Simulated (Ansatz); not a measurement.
Ansatz input

```yaml
crystal:
  lattice:
    - [3.6155544385, 0.0, 0.0]
    - [-1.8077772192, 3.1311619925, 0.0]
    - [0.0, 0.0, 5.8442070373]
  atoms:
    - { symbol: Dy, position: [0.3333333333, 0.6666666667, 0.25], spin: 4.695 }
    - { symbol: Dy, position: [0.6666666667, 0.3333333333, 0.75], spin: -4.695 }
hamiltonian:
  xc: mr2scan
  pseudopotentials:
    kind: paw
    azcp:
      Dy: "pseudopotentials/Dy.paw.azcp"
basis:
  ecutwfc: 500
  fft_grid_basis: typed
kpoints:
  mp_grid: { grid: [13, 13, 7], shift: [0, 0, 0] }
magnetization:
  spin_polarized: true
scf:
  occupations: { method: fermi_dirac, width: 0.05 }
output:
  stress: true
```

and its output:

```
Engine: ansatz 0.2.0, x86_64-unknown-linux-gnu
Pseudopotentials: kind: paw
Pseudopotential: Dy, paw, valence charge 20, recommended cutoff 500 eV (meta_gga) 
Functional definition: m-r2SCAN
  exchange = m_r2scan_x
  correlation = m_r2scan_c
Crystal: 2 atoms, lattice volume = 66.162 Å³
Basis set: ecut = 500 eV, 1701 PW (Γ), exchange–correlation on 108×108×180 points (64 copies of the dense FFT grid, shifted against one another)
Bands: 30, of which v1, the nominal top of the filled ones, is band 20 counted from 1 (19 counted from 0)
Symmetry: 12 space group operations
Space group: P-6m2 (ITA 187), of the structure as read, at distance tolerance 4.0e-5 Å
Magnetic group: BNS 194.267 (UNI 1497), of the structure as read, at distance tolerance 4.0e-5 Å
k-points: 84 of 1183 (time reversal used)
Non-local potential: Dy, projectors of the file, l = 0: 3, l = 1: 2, l = 2: 2, l = 3: 3
PAW form: soft (Blöchl's): semilocal exchange-correlation on the pseudo side does not see the compensation charge
PAW frozen core: Dy, regenerated for the run's functional (the file was generated under x = pbe(κ = 0.804, μ = 0.2195149727645171), c = pbe(β = 0.06672455060314922))
PAW one-centre angular grid: Dy, 2702 points (default); XC on 160 Gauss nodes
Initial density: superposition of atomic densities (chi_scale 0.1, normalization cell)
Starting moments: Σ|m| = 9.39 μB on 2 of 2 sites
Starting magnetic order: antiferromagnet; an inversion exchanges its spin sublattices: spin-degenerate at every k-point
Initial wavefunctions: pseudopotential atomic-orbital guess
Functional: x = mr2scan, c = mr2scan; τ floored in thin density (d = 2e-4 eV/Å³)
iter 1 solved again at ethr=1.07e-3 eV; its pass at ethr=3.10e-3 eV (dr2=4.27e-1 eV) is discarded
SCF iter   1: F=—  HF=-21230.787831 eV  |F-HF|=—  |Δ(HF+E_count)|=         —  Δρ=2.28e-2 (↑2.28e-2 ↓2.28e-2)  dr2=3.91e-1  dr2_τ=5.99e-3  dr2_m=1.79e-1  M=0.000 μB ∫|m|=9.508 μB  β_m=0.30  ethr=1.07e-3  ⟨swp⟩=2.2  Hψ=26763  notcnv=0
Mixer restart at iter 1: flushing history
spin=Collinear: Kerker preconditioning applied to the charge; magnetization (m = ρ↑ − ρ↓) channel mixes plain (no charge-response kernel on spin).
SCF iter   2: F=—  HF=-21231.459049 eV  |F-HF|=—  |Δ(HF+E_count)|=   6.71e-1  Δρ=1.73e-2 (↑1.73e-2 ↓1.73e-2)  dr2=2.60e-1  dr2_τ=2.21e-3  dr2_m=8.72e-2  M=-0.000 μB ∫|m|=9.505 μB  β_m=0.30  ethr=9.78e-4  ⟨swp⟩=3.7  Hψ=10417  notcnv=0  defer=32  κ⁻¹=1.0e0(r=1)
SCF iter   3: F=—  HF=-21232.780153 eV  |F-HF|=—  |Δ(HF+E_count)|=         —  Δρ=1.10e-2 (↑1.10e-2 ↓1.10e-2)  dr2=7.28e-2  dr2_τ=1.78e-3  dr2_m=3.61e-2  M=0.000 μB ∫|m|=9.581 μB  β_m=1.00  ethr=6.50e-4  ⟨swp⟩=3.1  Hψ=10649  notcnv=0  defer=32
Mixer restart at iter 3: flushing history
...
SCF iter   2: F=-21232.848208 eV  HF=-21232.848924 eV  |F-HF|=7.16e-4  |Δ(HF+E_count)|=   5.37e-6  Δρ=7.24e-4 (↑6.37e-4 ↓7.24e-4)  dr2=6.86e-4  dr2_τ=1.41e-7  dr2_m=1.35e-4  M=-0.229 μB ∫|m|=9.637 μB  ethr=2.50e-6  ⟨swp⟩=1.9  Hψ=149126  notcnv=0
SCF iter   3: F=-21232.709821 eV  HF=-21232.900893 eV  |F-HF|=1.91e-1  |Δ(HF+E_count)|=   5.20e-2  Δρ=1.17e-2 (↑1.17e-2 ↓9.93e-3)  dr2=1.86e-1  dr2_τ=6.22e-5  dr2_m=3.45e-2  M=-0.176 μB ∫|m|=9.632 μB  ethr=2.50e-6  ⟨swp⟩=1.7  Hψ=140246  notcnv=0
SCF iter   4: F=-21232.898852 eV  HF=-21232.901532 eV  |F-HF|=2.68e-3  |Δ(HF+E_count)|=   6.38e-4  Δρ=1.97e-3 (↑1.93e-4 ↓1.97e-3)  dr2=2.60e-3  dr2_τ=4.52e-7  dr2_m=5.74e-4  M=-0.031 μB ∫|m|=9.611 μB  ethr=2.50e-6  ⟨swp⟩=1.4  Hψ=111575  notcnv=0
SCF iter   5: F=-21232.901066 eV  HF=-21232.901846 eV  |F-HF|=7.81e-4  |Δ(HF+E_count)|=   3.15e-4  Δρ=7.10e-4 (↑7.10e-4 ↓6.63e-4)  dr2=7.65e-4  dr2_τ=2.71e-7  dr2_m=1.41e-4  M=-0.013 μB ∫|m|=9.644 μB  ethr=2.50e-6  ⟨swp⟩=1.2  Hψ=83339  notcnv=0
SCF iter   6: F=-21232.901834 eV  HF=-21232.901844 eV  |F-HF|=1.02e-5  |Δ(HF+E_count)|=   1.88e-6  Δρ=8.35e-5 (↑8.35e-5 ↓7.28e-5)  dr2=9.50e-6  dr2_τ=2.32e-9  dr2_m=1.74e-6  M=0.000 μB ∫|m|=9.646 μB  ethr=2.50e-6  ⟨swp⟩=1.0  Hψ=75880  notcnv=0
SCF iter   7: F=-21232.901841 eV  HF=-21232.901844 eV  |F-HF|=3.46e-6  |Δ(HF+E_count)|=   1.41e-7  Δρ=4.76e-5 (↑4.76e-5 ↓4.60e-5)  dr2=3.26e-6  dr2_τ=7.79e-10  dr2_m=6.44e-7  M=-0.001 μB ∫|m|=9.646 μB  ethr=4.17e-8  ⟨swp⟩=1.0  Hψ=75786  notcnv=0
SCF iter   8: F=-21232.901844 eV  HF=-21232.901844 eV  |F-HF|=1.04e-8  |Δ(HF+E_count)|=   1.56e-8  Δρ=2.54e-6 (↑1.58e-6 ↓2.54e-6)  dr2=8.49e-9  dr2_τ=1.14e-11  dr2_m=8.98e-10  M=0.000 μB ∫|m|=9.646 μB  ethr=2.50e-10  ⟨swp⟩=2.2  Hψ=93644  notcnv=0
SCF iter   9: F=-21232.901844 eV  HF=-21232.901844 eV  |F-HF|=1.06e-8  |Δ(HF+E_count)|=  5.46e-11  Δρ=2.55e-6 (↑1.59e-6 ↓2.55e-6)  dr2=8.65e-9  dr2_τ=1.26e-11  dr2_m=8.86e-10  M=0.000 μB ∫|m|=9.646 μB  ethr=2.12e-11  ⟨swp⟩=2.2  Hψ=118351  notcnv=0
SCF 6 converged in 9 iterations: F = -21232.901844 eV  dr2 = 8.65e-9
iter 1 solved again at ethr=2.16e-11 eV; its pass at ethr=3.10e-3 eV (dr2=8.65e-9 eV) is discarded
SCF iter   1: F=-21232.901844 eV  HF=-21232.901844 eV  |F-HF|=1.06e-8  |Δ(HF+E_count)|=         —  Δρ=2.55e-6 (↑1.59e-6 ↓2.55e-6)  dr2=8.65e-9  dr2_τ=1.26e-11  dr2_m=8.86e-10  M=0.000 μB ∫|m|=9.646 μB  β_m=0.30  ethr=2.16e-11  ⟨swp⟩=1.4  Hψ=166016  notcnv=0  defer=5
spin=Collinear: Kerker preconditioning applied to the charge; magnetization (m = ρ↑ − ρ↓) channel mixes plain (no charge-response kernel on spin).
SCF iter   2: F=-21232.901842 eV  HF=-21232.901844 eV  |F-HF|=2.45e-6  |Δ(HF+E_count)|=   2.22e-8  Δρ=4.09e-5 (↑3.88e-5 ↓4.09e-5)  dr2=2.36e-6  dr2_τ=4.29e-10  dr2_m=4.74e-7  M=-0.001 μB ∫|m|=9.646 μB  β_m=1.20  ethr=2.16e-11  ⟨swp⟩=7.4  Hψ=114617  notcnv=0  κ⁻¹=1.0e0(r=1)
SCF iter   3: F=-21232.901844 eV  HF=-21232.901844 eV  |F-HF|=1.24e-7  |Δ(HF+E_count)|=   2.12e-8  Δρ=9.94e-6 (↑8.01e-6 ↓9.94e-6)  dr2=1.22e-7  dr2_τ=2.22e-11  dr2_m=2.40e-8  M=-0.000 μB ∫|m|=9.646 μB  β_m=1.11  ethr=2.16e-11  ⟨swp⟩=2.0  Hψ=49555  notcnv=0  κ⁻¹=2.0e-4(r=2)
SCF iter   4: F=-21232.901844 eV  HF=-21232.901844 eV  |F-HF|=8.87e-8  |Δ(HF+E_count)|=  2.62e-10  Δρ=8.05e-6 (↑8.05e-6 ↓7.26e-6)  dr2=8.81e-8  dr2_τ=1.36e-11  dr2_m=1.74e-8  M=-0.000 μB ∫|m|=9.646 μB  ethr=2.16e-11  ⟨swp⟩=2.0  Hψ=80414  notcnv=0
SCF 7 converged in 4 iterations: F = -21232.901844 eV  dr2 = 8.81e-8
iter 1 solved again at ethr=2.20e-10 eV; its pass at ethr=2.50e-6 eV (dr2=8.79e-8 eV) is discarded
SCF iter   1: F=-21232.901844 eV  HF=-21232.901844 eV  |F-HF|=8.84e-8  |Δ(HF+E_count)|=         —  Δρ=8.05e-6 (↑8.05e-6 ↓7.26e-6)  dr2=8.79e-8  dr2_τ=1.32e-11  dr2_m=1.74e-8  M=-0.000 μB ∫|m|=9.646 μB  ethr=2.20e-10  ⟨swp⟩=1.0  Hψ=200940  notcnv=0
spin=Collinear: Kerker preconditioning applied to the charge; magnetization (m = ρ↑ − ρ↓) channel mixes plain (no charge-response kernel on spin).
SCF iter   2: F=-21232.901142 eV  HF=-21232.901850 eV  |F-HF|=7.08e-4  |Δ(HF+E_count)|=   5.44e-6  Δρ=6.93e-4 (↑6.93e-4 ↓6.54e-4)  dr2=6.74e-4  dr2_τ=1.28e-7  dr2_m=1.32e-4  M=0.010 μB ∫|m|=9.646 μB  ethr=2.50e-6  ⟨swp⟩=1.9  Hψ=132109  notcnv=0
SCF iter   3: F=-21232.901841 eV  HF=-21232.901845 eV  |F-HF|=3.60e-6  |Δ(HF+E_count)|=   4.81e-6  Δρ=3.85e-5 (↑3.85e-5 ↓2.80e-5)  dr2=3.78e-6  dr2_τ=5.49e-9  dr2_m=2.85e-7  M=-0.000 μB ∫|m|=9.646 μB  ethr=2.50e-6  ⟨swp⟩=1.0  Hψ=75776  notcnv=0
```

The run was cut off at its time limit.

Open f shells have many self-consistent states, so the state found may not be the lowest.
